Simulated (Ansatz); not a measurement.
## Exact exchange and the electronic atomisation energy of CH3O

CH3O: 5 atoms, total charge 0, spin state doublet. As SMILES, `[CH2]O`. The shape is that of a PBE0-D4/def2-TZVP optimisation. This is one conformer, not always the lowest.

The electronic atomisation energy y, in eV, basis def2-TZVPP; a is the functional's share of exact exchange. Programs: Ansatz 0.2.0.

| functional | program | a | y (eV) |
| --- | --- | --- | --- |
| U-r2SCAN | Ansatz | 0 | 17.92 |
| UPBE | Ansatz | 0 | 18.27 |
| UB3LYP | Ansatz | 0.2 | ? |
| U-r2SCAN0 | Ansatz | 0.25 | 17.56 |
| UPBE0 | Ansatz | 0.25 | 17.80 |
| UBHLYP | Ansatz | 0.5 | 17.10 |

Problem. Fit y = c + s·a to the known rows and predict UB3LYP.

Solution. 
1. Means of the 5 rows: a = 0.2000, y = 17.730.
2. Σ(Δa)² = 0.175, Σ(Δa·Δy) = -0.34, so the slope is -0.34/0.175 = -1.9429.
3. Intercept: 17.730 − (-1.9429) × 0.2000 = 18.119. The largest residual of the fit is 0.20.
4. UB3LYP: 18.119 + (-1.9429) × 0.2 = 17.73 eV.

The run gave 17.80 eV, so the prediction is off by -0.07 eV, within the scatter of the fit. The rows mix families of semi-local functionals, which the line can't see.
